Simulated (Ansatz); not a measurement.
A nudged elastic band was laid between two geometries of H4OSi (6 atoms, charge 0, multiplicity 1).

Level of theory: RKS PBE/def2-TZVP (Ansatz).

```
movable images  : 5
climbing image  : yes
spring          : 5.0 eV/Å²
optimiser       : quadratic models (default)
start path      : through a guess of the saddle point
force threshold : 0.05 eV/Å
iteration limit : 60
end points      : relaxed
```

Image 0:

```xyz
6
Properties=species:S:1:pos:R:3
Si 0.185 -0.026 0.110
H 0.091 0.042 1.604
H 1.607 0.097 -0.315
O -0.607 1.244 -0.623
H -1.558 1.315 -0.453
H -0.364 -1.352 -0.324
```

Image 6:

```xyz
6
Properties=species:S:1:pos:R:3
Si 0.128 -0.120 -1.001
H 0.915 -0.143 1.369
H 1.450 0.170 0.920
O -0.827 1.255 -0.896
H -1.614 1.213 -0.328
H -0.698 -1.055 -0.065
```

Problem. Which bonds break or form, and what moves?

Solution. Bonds broken: Si1–H2, Si1–H3. Bonds formed: H2–H3. H4OSi becomes H2 + H2OSi.

Problem. Give the energies along the band, and the barrier.

Solution. The run converged. The highest image is number 3 of 0 to 6, 57.7 kcal/mol above the first end and 13.7 kcal/mol above the last; the last end lies 44.0 kcal/mol above the first. Neighbouring images differ by up to 1.3 eV, so the band resolves the path poorly. A vibrational analysis at the climbing image gives one clearly imaginary mode, 1106i cm⁻¹: a first-order saddle point. The orbitals stay closed-shell, which can raise the energy where a bond breaks towards radicals; this wasn't checked here.

| image | path coordinate (Å) | energy (kcal/mol) | Si1–H2 (Å) | Si1–H3 (Å) | H2–H3 (Å) |
| --- | --- | --- | --- | --- | --- |
| 0 | 0.00 | 0.0 | 1.50 | 1.49 | 2.45 |
| 1 | 0.46 | 7.3 | 1.47 | 1.48 | 2.11 |
| 2 | 0.92 | 36.6 | 1.52 | 1.46 | 1.66 |
| 3 | 1.38 | 57.7 | 1.70 | 1.52 | 1.22 |
| 4 | 1.75 | 48.4 | 1.90 | 1.73 | 0.86 |
| 5 | 2.11 | 44.4 | 2.21 | 2.08 | 0.78 |
| 6 | 2.48 | 44.0 | 2.50 | 2.35 | 0.77 |

Problem. What is the geometry of the highest image?

Solution. 
```xyz
6
Properties=species:S:1:pos:R:3
Si 0.269 -0.065 -0.545
H 0.410 -0.087 1.154
H 1.379 0.192 0.469
O -0.733 1.255 -0.778
H -1.508 1.320 -0.199
H -0.463 -1.296 -0.102
```

Run time: 32 s on 2 threads of Intel(R) Xeon(R) 6975P-C (Granite Rapids) (shared host), peak memory 0.14 GiB.
